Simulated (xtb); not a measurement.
xtb input (GFN2-xTB):

```bash
xtb mol.xyz --gfn 2 --ohess tight --chrg -1 --uhf 0
```
mol.xyz:
```
8

C      1.02756295     0.27256784     0.12237952
C     -0.52721975     0.42076041     0.12050275
S     -1.25893903    -1.28313571     0.07199738
H     -2.54645337    -0.86738773     0.09351277
H     -0.87411961     0.93750153    -0.78010641
H      1.50473669     1.19206987     0.07876217
H      1.36746005    -0.32333085     0.97617497
H      1.34620258    -0.27002115    -0.78067508
```

End of the output:

```
       1    186.04    -0.67588 ( 99.48%)    -0.66692 (  0.52%)    -0.67584
       2    242.74    -0.53152 ( 99.82%)    -0.58820 (  0.18%)    -0.53162
   ------------------------------------------------------------------------

   temp. (K)  partition function   enthalpy   heat capacity  entropy
                                   cal/mol     cal/K/mol   cal/K/mol   J/K/mol
 298.15  VIB   3.51                 1197.453      8.943      6.512
         ROT  0.290E+05              888.752      2.981     23.398
         INT  0.102E+06             2086.205     11.924     29.910
         TR   0.462E+27             1481.254      4.968     38.233
         TOT                        3567.4592    16.8917    68.1432   285.1111

       T/K    H(0)-H(T)+PV         H(T)/Eh          T*S/Eh         G(T)/Eh
   ------------------------------------------------------------------------
    298.15    0.568511E-02    0.631478E-01    0.323770E-01    0.307708E-01
   ------------------------------------------------------------------------

         :::::::::::::::::::::::::::::::::::::::::::::::::::::
         ::                  THERMODYNAMIC                  ::
         :::::::::::::::::::::::::::::::::::::::::::::::::::::
         :: total free energy         -10.166685963321 Eh   ::
         ::.................................................::
         :: total energy              -10.197456713690 Eh   ::
         :: zero point energy           0.057462664619 Eh   ::
Note: The following floating-point exceptions are signalling: IEEE_UNDERFLOW_FLAG IEEE_DENORMAL
normal termination of xtb
         :: G(RRHO) w/o ZPVE           -0.026691914249 Eh   ::
         :: G(RRHO) contrib.            0.030770750369 Eh   ::
         :::::::::::::::::::::::::::::::::::::::::::::::::::::

optimized geometry written to: xtbopt.xyz

           -------------------------------------------------
          | TOTAL ENERGY              -10.197456713690 Eh   |
          | TOTAL ENTHALPY            -10.134308941042 Eh   |
          | TOTAL FREE ENERGY         -10.166685963321 Eh   |
          | GRADIENT NORM               0.000223515895 Eh/α |
          | HOMO-LUMO GAP               3.503495692247 eV   |
           -------------------------------------------------

------------------------------------------------------------------------
------------------------------------------------------------------------
 total:
 SCF:
 ANC optimizer:
 analytical hessian:
```

It need not be the lowest isomer of its formula. Whether it binds its extra electron was not tested at this geometry.
